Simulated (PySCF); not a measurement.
Reproducing measurements on ClF

**The experiment to reproduce.**

From NIST CCCBDB Release 22 (SRD 101), experimental dipoles, for the gas: dipole moment (microwave Stark effect) 0.88 D.

From Liu, Meijer, Perez-Rios, Phys. Chem. Chem. Phys. 22 (2020) 24191, for the gas: dipole moment 0.85 D.

The runs below try to reproduce these values; the comparison stands at the end.

Compound: ClF.
SMILES with atom numbers: `[F:1][Cl:2]`

Structure used (PBE0-D3(BJ)/def2-SVP), in Å, numbered top down from 1:
```
atom  x, y, z in Å
F1    -0.7466   -0.3187    0.1055
Cl2    0.7642    0.2899   -0.1177
```

The PySCF runs (gas phase, on this PBE0-D3(BJ)/def2-SVP geometry; no spin–orbit coupling):

| level | job | basis functions | wall time |
| --- | --- | --- | --- |
| PBE0-D3(BJ)/def2-SVP, grid level 1 | geometry optimisation from a GFN2-xTB start shaken at random | 32 | 0.96 s |

Hardware: one thread, Intel Xeon 6975P-C (x86_64) (shared host).

**Comparison with experiment**

**Dipole moment.** Measured: 0.88 D (NIST CCCBDB Release 22 (SRD 101), experimental dipoles) and 0.85 D (Liu, Meijer, Perez-Rios, Phys. Chem. Chem. Phys. 22 (2020) 24191). Differences are taken against the first.

| level | computed (D) | computed − measured (D) | % (from the printed values) |
| --- | --- | --- | --- |
| PBE0-D3(BJ)/def2-SVP | 1.15 | +0.27 | +31 |

The computed dipoles belong to one fixed geometry; measured ones are averaged over vibrations unless marked μe. Magnitudes are compared, not signs.

The geometry is computed, not the measured one. Where a level misses, the cause wasn't examined.
